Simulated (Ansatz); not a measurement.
Isolated molecules relaxed with PBE0-D4/def2-TZVP in Ansatz; ΔE leaves out vibrations. CCSD(T)/CBS is the MP2 limit (def2-TZVPP, def2-QZVPP) plus CCSD(T) − MP2 in def2-TZVPP, frozen cores. Functionals use def2-TZVPP.

`[SiH3][AlH][Cl]` → `[AlH2][SiH2]Cl`  (isomerisation)

| level | ΔE (eV) |
| --- | --- |
| ωB97X-V | 0.87 |
| r2SCAN | 0.92 |
| r2SCAN0 | 0.91 |
| CAM-B3LYP | 0.89 |

Q: What does CCSD(T)/CBS give? (Estimate.)

A: Ansatz gave: +0.89 eV. The listed levels differ from it by -0.02, 0.03, 0.02, 0.00 eV.

Largest T1 diagnostic among the species: 0.011.

Leaving LDA and LC-ωPBE aside and taking each functional with its dispersion term where it has one, the values, not all of them listed here, spread over 0.08 eV, from B97M-V to r2SCAN-D4. At CCSD(T), def2-SVP lies +0.13 eV from the extrapolated value and def2-TZVPP +0.02 eV.
